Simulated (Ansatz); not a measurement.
# Ge–PH₂, doublet: reading a ladder of total energies

Geometry: a PBE0/def2-TZVP stationary point for this spin, not checked as a minimum.

```xyz
4

Ge    0.0000    0.0000    0.7020
P     0.0000    0.0000   -1.4925
H     0.0000    1.1073   -2.3623
H     0.0000   -1.1073   -2.3623
```

Basis cc-pVTZ; Ansatz 0.2.0. Only valence electrons are correlated (noble-gas cores and the filled d shells of p-block atoms frozen), which leaves 11 electrons in 86 orbitals. Prefix R: restricted or restricted open-shell reference; prefix U: unrestricted. No spin–orbit coupling is included, and no scalar relativity.

Full CI isn't at hand for all of this; UCCSDT(Q) serves as the reference, and is uncertain by about the last step of the cluster series.

Runs differ by some tens of microhartree through their thresholds and, for an open shell, their frozen cores, so steps under 0.03 kcal/mol mean nothing.

```
    level  total energy (hartree)
      UHF            -2417.284506
     UMP2            -2417.517529
    UCCSD            -2417.551321
 UCCSD(T)            -2417.564851
   UCCSDT            -2417.566440
UCCSDT(Q)            -2417.567408
```

Q: What is the correlation energy at UCCSDT(Q), and what share of it do UMP2 and UCCSD(T) recover?

A: E(corr) = -2417.567408 − (-2417.284506) = -0.282902 hartree = -7.698 eV. UMP2: -0.233023 / -0.282902 = 82.37 %. UCCSD(T): -0.280345 / -0.282902 = 99.10 %.

Q: By how many kcal/mol does UCCSD(T) miss UCCSDT(Q) (1 hartree = 627.509 kcal/mol), and which steps make up the rest?

A: -2417.564851 − (-2417.567408) = 0.002557 hartree = 1.60 kcal/mol. Steps: UCCSDT − UCCSD(T) = -1.00, UCCSDT(Q) − UCCSDT = -0.61 kcal/mol. Differences between like states or geometries often cancel part of this.
